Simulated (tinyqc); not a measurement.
Inside a calculation (part 1 of 2). Method: CIS and TDHF on RHF in the sto-6g basis, frozen core, for H2O, spin multiplicity 1. Computed by tinyqc, a small Python program that keeps every step (integrals from PySCF). Settings: charge = 0, multiplicity = 1, basis = sto-6g, method = RHF, frozen orbitals = 1, energy threshold = 1e-10, iteration cap = 72, orthogonalisation = canonical, start = core, DIIS depth = 6, TDHF = 1. Command: `OMP_NUM_THREADS=1 python tinyqc.py 30984 30985 out.jsonl` (the two numbers bound the seeds that draw the settings). One thread of a shared host (Intel(R) Xeon(R) Processor @ 2.60GHz), about 0.1 s of CPU time with the checks. The early iterations of the SCF are left out here.

## One-electron integrals

Geometry (angstrom):
```
atom        x         y        z
O     0.00000   0.00000  0.00000
H     0.00000   0.70200  0.64100
H     0.00000  -0.70200  0.64100
```

Basis sto-6g: exponents (1/bohr^2) and contraction coefficients of normalised primitives:
```
element  l (shell)    exponent  coefficient
O            s (1)  1355.58423      0.00916
O            s (1)   248.54489      0.04936
O            s (1)    69.53390      0.16854
O            s (1)    23.88677      0.37056
O            s (1)     9.27593      0.41649
O            s (1)     3.82034      0.13033
O            s (2)    52.18776     -0.01325
O            s (2)    10.32932     -0.04699
O            s (2)     3.21034     -0.03379
O            s (2)     1.23514      0.25024
O            s (2)     0.53642      0.59512
O            s (2)     0.24588      0.24071
O            p (3)    52.18776      0.00376
O            p (3)    10.32932      0.03768
O            p (3)     3.21034      0.17390
O            p (3)     1.23514      0.41804
O            p (3)     0.53642      0.42586
O            p (3)     0.24588      0.10171
H            s (1)    35.52322      0.00916
H            s (1)     6.51314      0.04936
H            s (1)     1.82214      0.16854
H            s (1)     0.62596      0.37056
H            s (1)     0.24308      0.41649
H            s (1)     0.10011      0.13033
```

Overlap, kinetic and nuclear-attraction integrals over the contracted functions; the nuclear repulsion is the sum of Za Zb / Rab.

nuclear repulsion = 9.2835198 hartree

overlap S:
```
          1O 1s    1O 2s   1O 2px    1O 2py   1O 2pz    2H 1s     3H 1s
1O 1s   1.00000  0.23114  0.00000   0.00000  0.00000  0.05627   0.05627
1O 2s   0.23114  1.00000  0.00000   0.00000  0.00000  0.48111   0.48111
1O 2px  0.00000  0.00000  1.00000   0.00000  0.00000  0.00000   0.00000
1O 2py  0.00000  0.00000  0.00000   1.00000  0.00000  0.29168  -0.29168
1O 2pz  0.00000  0.00000  0.00000   0.00000  1.00000  0.26634   0.26634
2H 1s   0.05627  0.48111  0.00000   0.29168  0.26634  1.00000   0.29424
3H 1s   0.05627  0.48111  0.00000  -0.29168  0.26634  0.29424   1.00000
```

kinetic energy T (hartree):
```
           1O 1s     1O 2s   1O 2px    1O 2py   1O 2pz     2H 1s     3H 1s
1O 1s   29.32720  -0.89602  0.00000   0.00000  0.00000  -0.00217  -0.00217
1O 2s   -0.89602   0.84262  0.00000   0.00000  0.00000   0.13119   0.13119
1O 2px   0.00000   0.00000  2.53131   0.00000  0.00000   0.00000   0.00000
1O 2py   0.00000   0.00000  0.00000   2.53131  0.00000   0.21190  -0.21190
1O 2pz   0.00000   0.00000  0.00000   0.00000  2.53131   0.19348   0.19348
2H 1s   -0.00217   0.13119  0.00000   0.21190  0.19348   0.76852   0.01952
3H 1s   -0.00217   0.13119  0.00000  -0.21190  0.19348   0.01952   0.76852
```

nuclear attraction V (hartree):
```
            1O 1s      1O 2s     1O 2px     1O 2py     1O 2pz     2H 1s     3H 1s
1O 1s   -62.37164   -6.40862    0.00000    0.00000   -0.02246  -1.78873  -1.78873
1O 2s    -6.40862  -10.09807    0.00000    0.00000   -0.24924  -3.92018  -3.92018
1O 2px    0.00000    0.00000  -10.01272    0.00000    0.00000   0.00000   0.00000
1O 2py    0.00000    0.00000    0.00000  -10.15169    0.00000  -2.11878   2.11878
1O 2pz   -0.02246   -0.24924    0.00000    0.00000  -10.12859  -2.02495  -2.02495
2H 1s    -1.78873   -3.92018    0.00000   -2.11878   -2.02495  -5.90056  -1.87508
3H 1s    -1.78873   -3.92018    0.00000    2.11878   -2.02495  -1.87508  -5.90056
```

core Hamiltonian H = T + V (hartree):
```
            1O 1s     1O 2s    1O 2px    1O 2py    1O 2pz     2H 1s     3H 1s
1O 1s   -33.04444  -7.30465   0.00000   0.00000  -0.02246  -1.79090  -1.79090
1O 2s    -7.30465  -9.25545   0.00000   0.00000  -0.24924  -3.78899  -3.78899
1O 2px    0.00000   0.00000  -7.48141   0.00000   0.00000   0.00000   0.00000
1O 2py    0.00000   0.00000   0.00000  -7.62038   0.00000  -1.90689   1.90689
1O 2pz   -0.02246  -0.24924   0.00000   0.00000  -7.59728  -1.83147  -1.83147
2H 1s    -1.79090  -3.78899   0.00000  -1.90689  -1.83147  -5.13204  -1.85556
3H 1s    -1.79090  -3.78899   0.00000   1.90689  -1.83147  -1.85556  -5.13204
```

## Two-electron integrals

Functions are numbered as in S; the eight-fold symmetry (ij|kl) = (ji|kl) = (kl|ij) leaves the list below.

Two-electron integrals (ij|kl) in chemists' order, unique and non-zero (hartree):
```
(11|11) 4.78749    (21|11) 0.67588    (21|21) 0.12150    (22|11) 1.11738
(22|21) 0.24921    (22|22) 0.81738    (31|31) 0.02576    (32|31) 0.03914
(32|32) 0.18066    (33|11) 1.11738    (33|21) 0.24921    (33|22) 0.81738
(33|33) 0.88066    (41|41) 0.02576    (42|41) 0.03914    (42|42) 0.18066
(43|43) 0.04746    (44|11) 1.11738    (44|21) 0.24921    (44|22) 0.81738
(44|33) 0.78574    (44|44) 0.88066    (51|51) 0.02576    (52|51) 0.03914
(52|52) 0.18066    (53|53) 0.04746    (54|54) 0.04746    (55|11) 1.11738
(55|21) 0.24921    (55|22) 0.81738    (55|33) 0.78574    (55|44) 0.78574
(55|55) 0.88066    (61|11) 0.17572    (61|21) 0.03026    (61|22) 0.06066
(61|33) 0.06053    (61|41) 0.00109    (61|42) 0.00212    (61|44) 0.06075
(61|51) 0.00099    (61|52) 0.00194    (61|54) 0.00020    (61|55) 0.06071
(61|61) 0.00768    (62|11) 0.40818    (62|21) 0.09222    (62|22) 0.33255
(62|33) 0.32717    (62|41) 0.00542    (62|42) 0.03917    (62|44) 0.33597
(62|51) 0.00495    (62|52) 0.03577    (62|54) 0.00803    (62|55) 0.33450
(62|61) 0.02306    (62|62) 0.16502    (63|31) 0.01049    (63|32) 0.05821
(63|43) 0.00817    (63|53) 0.00746    (63|63) 0.02398    (64|11) 0.21093
(64|21) 0.04835    (64|22) 0.18598    (64|33) 0.17749    (64|41) 0.01302
(64|42) 0.07917    (64|44) 0.19881    (64|51) 0.00231    (64|52) 0.01914
(64|54) 0.01201    (64|55) 0.18164    (64|61) 0.01268    (64|62) 0.11225
(64|64) 0.09961    (65|11) 0.19260    (65|21) 0.04415    (65|22) 0.16982
(65|33) 0.16207    (65|41) 0.00231    (65|42) 0.01914    (65|44) 0.16662
(65|51) 0.01260    (65|52) 0.07569    (65|54) 0.01232    (65|55) 0.18078
(65|61) 0.01158    (65|62) 0.10249    (65|64) 0.06906    (65|65) 0.08704
(66|11) 0.53502    (66|21) 0.12311    (66|22) 0.50553    (66|33) 0.48510
(66|41) 0.00982    (66|42) 0.09544    (66|44) 0.51853    (66|51) 0.00897
(66|52) 0.08715    (66|54) 0.03052    (66|55) 0.51297    (66|61) 0.03115
(66|62) 0.31051    (66|64) 0.24152    (66|65) 0.22053    (66|66) 0.77500
(71|11) 0.17572    (71|21) 0.03026    (71|22) 0.06066    (71|33) 0.06053
(71|41) -0.00109   (71|42) -0.00212   (71|44) 0.06075    (71|51) 0.00099
(71|52) 0.00194    (71|54) -0.00020   (71|55) 0.06071    (71|61) 0.00758
(71|62) 0.02239    (71|64) 0.01114    (71|65) 0.01123    (71|66) 0.02984
(71|71) 0.00768    (72|11) 0.40818    (72|21) 0.09222    (72|22) 0.33255
(72|33) 0.32717    (72|41) -0.00542   (72|42) -0.03917   (72|44) 0.33597
(72|51) 0.00495    (72|52) 0.03577    (72|54) -0.00803   (72|55) 0.33450
(72|61) 0.02239    (72|62) 0.13813    (72|64) 0.06405    (72|65) 0.08360
(72|66) 0.21839    (72|71) 0.02306    (72|72) 0.16502    (73|31) 0.01049
(73|32) 0.05821    (73|43) -0.00817   (73|53) 0.00746    (73|63) 0.01958
(73|73) 0.02398    (74|11) -0.21093   (74|21) -0.04835   (74|22) -0.18598
(74|33) -0.17749   (74|41) 0.01302    (74|42) 0.07917    (74|44) -0.19881
(74|51) -0.00231   (74|52) -0.01914   (74|54) 0.01201    (74|55) -0.18164
(74|61) -0.01114   (74|62) -0.06405   (74|64) -0.01040   (74|65) -0.03781
(74|66) -0.08757   (74|71) -0.01268   (74|72) -0.11225   (74|74) 0.09961
(75|11) 0.19260    (75|21) 0.04415    (75|22) 0.16982    (75|33) 0.16207
(75|41) -0.00231   (75|42) -0.01914   (75|44) 0.16662    (75|51) 0.01260
(75|52) 0.07569    (75|54) -0.01232   (75|55) 0.18078    (75|61) 0.01123
(75|62) 0.08360    (75|64) 0.03781    (75|65) 0.06942    (75|66) 0.14566
(75|71) 0.01158    (75|72) 0.10249    (75|74) -0.06906   (75|75) 0.08704
(76|11) 0.18409    (76|21) 0.04204    (76|22) 0.16454    (76|33) 0.16049
(76|44) 0.16325    (76|51) 0.00354    (76|52) 0.03038    (76|55) 0.16989
(76|61) 0.01043    (76|62) 0.08253    (76|64) 0.04808    (76|65) 0.05764
(76|66) 0.16214    (76|71) 0.01043    (76|72) 0.08253    (76|74) -0.04808
(76|75) 0.05764    (76|76) 0.05021    (77|11) 0.53502    (77|21) 0.12311
(77|22) 0.50553    (77|33) 0.48510    (77|41) -0.00982   (77|42) -0.09544
(77|44) 0.51853    (77|51) 0.00897    (77|52) 0.08715    (77|54) -0.03052
(77|55) 0.51297    (77|61) 0.02984    (77|62) 0.21839    (77|64) 0.08757
(77|65) 0.14566    (77|66) 0.36667    (77|71) 0.03115    (77|72) 0.31051
(77|74) -0.24152   (77|75) 0.22053    (77|76) 0.16214    (77|77) 0.77500
```

## Orthogonalisation

S = U s U^T; canonical form X = U s^(-1/2), so that X^T S X = 1. Each column of U has its largest component positive (the first on a tie).

eigenvalues of S: 0.33789  0.41493  0.88121  1.00000  1.09869  1.29083  1.97645

X:
```
               1         2         3        4         5         6        7
1O 1s   -0.28669   0.00000   0.76084  0.00000  -0.62129   0.00000  0.13871
1O 2s    1.18456   0.00000  -0.32135  0.00000  -0.32187   0.00000  0.40304
1O 2px   0.00000   0.00000   0.00000  1.00000   0.00000   0.00000  0.00000
1O 2py   0.00000  -0.89456   0.00000  0.00000   0.00000   0.71935  0.00000
1O 2pz   0.60036   0.00000   0.64165  0.00000   0.62734   0.00000  0.20494
2H 1s   -0.74624   0.89717  -0.14310  0.00000   0.11623   0.35863  0.37568
3H 1s   -0.74624  -0.89717  -0.14310  0.00000   0.11623  -0.35863  0.37568
```

## Iteration 8 (converged): orbitals

converged F (hartree):
```
            1O 1s     1O 2s    1O 2px    1O 2py    1O 2pz     2H 1s     3H 1s
1O 1s   -20.51096  -4.96576   0.00000   0.00000  -0.02988  -1.21745  -1.21745
1O 2s    -4.96576  -2.35296   0.00000   0.00000  -0.14181  -1.02918  -1.02918
1O 2px    0.00000   0.00000  -0.40411   0.00000   0.00000   0.00000   0.00000
1O 2py    0.00000   0.00000   0.00000  -0.32400   0.00000  -0.37531   0.37531
1O 2pz   -0.02988  -0.14181   0.00000   0.00000  -0.37333  -0.40596  -0.40596
2H 1s    -1.21745  -1.02918   0.00000  -0.37531  -0.40596  -0.59894  -0.44646
3H 1s    -1.21745  -1.02918   0.00000   0.37531  -0.40596  -0.44646  -0.59894
```

Diagonalise F' = X^T F X, C = X C', fill 5 alpha and 5 beta electrons from the bottom; D = 2 C_occ C_occ^T. Each column has its largest component positive (the first on a tie).

F' = X^T F X (hartree):
```
          1         2         3         4         5         6         7
1   0.21973   0.00000   1.57744   0.00000  -1.08274   0.00000   0.07930
2   0.00000   0.70013   0.00000   0.00000   0.00000  -0.13326   0.00000
3   1.57744   0.00000  -9.36530   0.00000   9.17942   0.00000  -3.58494
4   0.00000   0.00000   0.00000  -0.40411   0.00000   0.00000   0.00000
5  -1.08274   0.00000   9.17942   0.00000  -9.85430   0.00000   3.84419
6   0.00000  -0.13326   0.00000   0.00000   0.00000  -0.59417   0.00000
7   0.07930   0.00000  -3.58494   0.00000   3.84419   0.00000  -2.67007
```

orbital energies (hartree): MO1 -20.51418, MO2 -1.29063, MO3 -0.60775, MO4 -0.48208, MO5 -0.40411, MO6 0.61694, MO7 0.71370

coefficients C:
```
             MO1       MO2       MO3       MO4      MO5       MO6       MO7
1O 1s    0.99665  -0.22067   0.00000   0.10157  0.00000  -0.11827   0.00000
1O 2s    0.01599   0.83242   0.00000  -0.56367  0.00000   0.87269   0.00000
1O 2px   0.00000   0.00000   0.00000   0.00000  1.00000   0.00000   0.00000
1O 2py   0.00000   0.00000   0.62497   0.00000  0.00000   0.00000   0.96286
1O 2pz   0.00348   0.14235   0.00000   0.75002  0.00000   0.79050   0.00000
2H 1s   -0.00377   0.15370   0.44772   0.28546  0.00000  -0.79175  -0.85620
3H 1s   -0.00377   0.15370  -0.44772   0.28546  0.00000  -0.79175   0.85620
```

D after iteration 8:
```
           1O 1s     1O 2s   1O 2px    1O 2py    1O 2pz     2H 1s     3H 1s
1O 1s    2.10463  -0.45002  0.00000   0.00000   0.09647  -0.01736  -0.01736
1O 2s   -0.45002   2.02180  0.00000   0.00000  -0.60843  -0.06604  -0.06604
1O 2px   0.00000   0.00000  2.00000   0.00000   0.00000   0.00000   0.00000
1O 2py   0.00000   0.00000  0.00000   0.78118   0.00000   0.55963  -0.55963
1O 2pz   0.09647  -0.60843  0.00000   0.00000   1.16562   0.47193   0.47193
2H 1s   -0.01736  -0.06604  0.00000   0.55963   0.47193   0.61115  -0.19066
3H 1s   -0.01736  -0.06604  0.00000  -0.55963   0.47193  -0.19066   0.61115
```

## Convergence

Stop when the energy changes by less than 1e-10 hartree and every element of the error matrix X^T (F D S - S D F) X is below 3e-06.

Course of the cycle:
```
iteration  E (hartree)     change  largest element of the error matrix
1          -73.9267263          -                             1.02e+00
2          -75.6506677  -1.72e+00                             1.76e-01
3          -75.6756129  -2.49e-02                             3.26e-02
4          -75.6766400  -1.03e-03                             4.79e-03
5          -75.6766753  -3.52e-05                             1.24e-03
6          -75.6766779  -2.66e-06                             1.16e-04
7          -75.6766780  -2.79e-08                             1.50e-07
8          -75.6766780  -2.84e-14                             2.08e-09
```

PySCF RHF in the same basis = -75.6766780 hartree

Converged in 8 iterations.

## Integrals over molecular orbitals

(pq|rs) = sum C_ip C_jq C_kr C_ls (ij|kl), one index at a time.

one-electron integrals over orbitals h = C^T H C (hartree):
```
           1         2         3         4         5         6         7
1  -33.03091   0.56343   0.00000  -0.25553   0.00000   0.30891   0.00000
2    0.56343  -7.73697   0.00000   0.45517   0.00000  -1.41997   0.00000
3    0.00000   0.00000  -6.42429   0.00000   0.00000   0.00000  -1.67700
4   -0.25553   0.45517   0.00000  -6.98787   0.00000  -1.09452   0.00000
5    0.00000   0.00000   0.00000   0.00000  -7.48141   0.00000   0.00000
6    0.30891  -1.41997   0.00000  -1.09452   0.00000  -5.46460   0.00000
7    0.00000   0.00000  -1.67700   0.00000   0.00000   0.00000  -5.58057
```

Two-electron integrals over orbitals (pq|rs), unique and non-zero (hartree); the lowest 1 orbital is frozen and left out:
```
(22|22) 0.73516    (32|32) 0.14364    (33|22) 0.65337    (33|33) 0.64057
(42|22) 0.00560    (42|33) 0.00543    (42|42) 0.12265    (43|32) 0.01708
(43|43) 0.04882    (44|22) 0.67184    (44|33) 0.60265    (44|42) -0.10301
(44|44) 0.77491    (52|52) 0.14410    (53|53) 0.02945    (54|52) -0.04937
(54|54) 0.05712    (55|22) 0.74907    (55|33) 0.63570    (55|42) -0.07237
(55|44) 0.72516    (55|55) 0.88066    (62|22) 0.14761    (62|33) 0.08243
(62|42) 0.01863    (62|44) 0.08434    (62|55) 0.16002    (62|62) 0.10515
(63|32) -0.03266   (63|43) -0.02682   (63|63) 0.06452    (64|22) 0.09368
(64|33) 0.04492    (64|42) -0.04173   (64|44) 0.12538    (64|55) 0.11910
(64|62) 0.05872    (64|64) 0.07412    (65|52) 0.05756    (65|54) -0.00157
(65|65) 0.03850    (66|22) 0.62815    (66|33) 0.57933    (66|42) 0.05594
(66|44) 0.55864    (66|55) 0.59980    (66|62) 0.10462    (66|64) 0.04441
(66|66) 0.61091    (72|32) 0.03795    (72|43) -0.03697   (72|63) 0.03608
(72|72) 0.06090    (73|22) 0.13231    (73|33) 0.09040    (73|42) -0.08204
(73|44) 0.15414    (73|55) 0.18703    (73|62) 0.07635    (73|64) 0.08311
(73|66) 0.03832    (73|73) 0.15527    (74|32) -0.08006   (74|43) 0.00174
(74|63) 0.04267    (74|72) -0.01497   (74|74) 0.07215    (75|53) 0.02349
(75|75) 0.02351    (76|32) 0.09486    (76|43) 0.04705    (76|63) -0.05759
(76|72) -0.01305   (76|74) -0.05946   (76|76) 0.11182    (77|22) 0.62361
(77|33) 0.61322    (77|42) -0.00942   (77|44) 0.60298    (77|55) 0.61910
(77|62) 0.06845    (77|64) 0.03754    (77|66) 0.57348    (77|73) 0.08244
(77|77) 0.61712
```

## CIS matrix, singlets

A(ia,jb) = (e_a - e_i) d_ij d_ab + 2 (ia|jb) - (ij|ab).

CIS matrix A, singlet (hartree):
```
         2>6       2>7       3>6      3>7      4>6       4>7      5>6      5>7
2>6  1.48972   0.00000   0.00000  0.05784  0.06149   0.00000  0.00000  0.00000
2>7  0.00000   1.50253  -0.02270  0.00000  0.00000  -0.02052  0.00000  0.00000
3>6  0.00000  -0.02270   0.77440  0.00000  0.00000   0.03830  0.00000  0.00000
3>7  0.05784   0.00000   0.00000  1.01878  0.11917   0.00000  0.00000  0.00000
4>6  0.06149   0.00000   0.00000  0.11917  0.68862   0.00000  0.00000  0.00000
4>7  0.00000  -0.02052   0.03830  0.00000  0.00000   0.73711  0.00000  0.00000
5>6  0.00000   0.00000   0.00000  0.00000  0.00000   0.00000  0.49824  0.00000
5>7  0.00000   0.00000   0.00000  0.00000  0.00000   0.00000  0.00000  0.54573
```

## CIS singlet states

dipole integrals <i|r|a> (bohr):
```
           x         y         z
2>6  0.00000   0.00000  -0.14499
2>7  0.00000  -0.13392   0.00000
3>6  0.00000  -0.74253   0.00000
3>7  0.00000   0.00000  -0.68761
4>6  0.00000   0.00000  -0.55681
4>7  0.00000  -0.66276   0.00000
5>6  0.06632   0.00000   0.00000
5>7  0.00000   0.00000   0.00000
```

Diagonalise A (1 hartree = 27.211386 eV); each vector has its largest component positive (the first on a tie). The transition dipole is mu = sqrt2 sum c_ia <i|r|a>.

singlet excitation energies (eV): 13.55793  14.85005  17.63567  19.40496  21.68915  28.43914  40.92189  40.92348

lowest vectors:
```
     state 1  state 2   state 3   state 4  state 5   state 6
2>6  0.00000  0.00000  -0.04911   0.00000  0.00000  -0.16255
2>7  0.00000  0.00000   0.00000   0.00689  0.04264   0.00000
3>6  0.00000  0.00000   0.00000  -0.52814  0.84853   0.00000
3>7  0.00000  0.00000  -0.29875   0.00000  0.00000   0.94389
4>6  0.00000  0.00000   0.95307   0.00000  0.00000   0.28749
4>7  0.00000  0.00000   0.00000   0.84913  0.52742   0.00000
5>6  1.00000  0.00000   0.00000   0.00000  0.00000   0.00000
5>7  0.00000  1.00000   0.00000   0.00000  0.00000   0.00000
```

oscillator strengths 2/3 w |mu|^2: 0.00292  0.00000  0.08746  0.02798  1.03178  0.85988

## TDHF (RPA) singlet states

B(ia,jb) = 2 (ia|jb) - (ib|ja); the squared energies are the eigenvalues of (A - B)(A + B); 1 hartree = 27.211386 eV.

TDHF matrix B, singlet (hartree):
```
         2>6       2>7       3>6      3>7      4>6       4>7      5>6      5>7
2>6  0.10515   0.00000   0.00000  0.11662  0.05872   0.00000  0.00000  0.00000
2>7  0.00000   0.06090  -0.00419  0.00000  0.00000  -0.01497  0.00000  0.00000
3>6  0.00000  -0.00419   0.06452  0.00000  0.00000   0.00223  0.00000  0.00000
3>7  0.11662   0.00000   0.00000  0.15527  0.12355   0.00000  0.00000  0.00000
4>6  0.05872   0.00000   0.00000  0.12355  0.07412   0.00000  0.00000  0.00000
4>7  0.00000  -0.01497   0.00223  0.00000  0.00000   0.07215  0.00000  0.00000
5>6  0.00000   0.00000   0.00000  0.00000  0.00000   0.00000  0.03850  0.00000
5>7  0.00000   0.00000   0.00000  0.00000  0.00000   0.00000  0.00000  0.02351
```

squared energies w^2 (hartree^2): 0.24677  0.29727  0.41550  0.50384  0.63062  1.03798  2.21528  2.25739

TDHF energies from the positive w^2 (eV): 13.51741  14.83627  17.54031  19.31509  21.60897  27.72338  40.50096  40.88402

## CIS matrix, triplets

A(ia,jb) = (e_a - e_i) d_ij d_ab - (ij|ab).

CIS matrix A, triplet (hartree):
```
          2>6       2>7       3>6       3>7       4>6       4>7      5>6      5>7
2>6   1.27942   0.00000   0.00000  -0.09486  -0.05594   0.00000  0.00000  0.00000
2>7   0.00000   1.38072  -0.09486   0.00000   0.00000   0.00942  0.00000  0.00000
3>6   0.00000  -0.09486   0.64536   0.00000   0.00000  -0.04705  0.00000  0.00000
3>7  -0.09486   0.00000   0.00000   0.70824  -0.04705   0.00000  0.00000  0.00000
4>6  -0.05594   0.00000   0.00000  -0.04705   0.54038   0.00000  0.00000  0.00000
4>7   0.00000   0.00942  -0.04705   0.00000   0.00000   0.59280  0.00000  0.00000
5>6   0.00000   0.00000   0.00000   0.00000   0.00000   0.00000  0.42125  0.00000
5>7   0.00000   0.00000   0.00000   0.00000   0.00000   0.00000  0.00000  0.49871
```
